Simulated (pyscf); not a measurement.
`[OH2]` + `[NH2][B]([OH])[OH]` → `[OH][B]([OH])[OH]` + `[NH3]` (four-centre exchange; singlet surface; H–O, B–N broken, B–O, H–N formed). Single points on ωB97X-D3(BJ)/def2-SVP structures (PySCF, gas phase). Energies in eV from the separated reactants.

| level | barrier | reaction energy |
|---|---|---|
| ωB97X-D3(BJ)/def2-TZVP | 0.81 | -0.41 |
| r²SCAN/def2-TZVP | ? | ? |
| B3LYP-D3(BJ)/def2-TZVP | 0.87 | -0.41 |
| M06-2X/def2-TZVP | 0.74 | -0.43 |
| ωB97M-D3(BJ)/def2-TZVP | 0.80 | -0.41 |
| HF/def2-TZVP | ? | -0.48 |

What belongs in the gaps?


- r²SCAN/def2-TZVP, barrier: 0.69
- r²SCAN/def2-TZVP, reaction energy: -0.44
- HF/def2-TZVP, barrier: 1.56

The functionals in the table span 0.18 eV in this barrier, from r²SCAN to B3LYP-D3(BJ). On the product side the descent ends in an adduct with a B–N contact, 0.06 eV under the separated species and 1.28 eV under the saddle at ωB97X-D3(BJ)/def2-TZVP. What is counted as broken (B–N) persists as a longer contact in the product adduct; parting that adduct is a step of its own. The reactants may also form a dative adduct at H₂N–B(OH)–OH; it and routes through it were not searched. One saddle was located; it need not be the lowest between these sides.
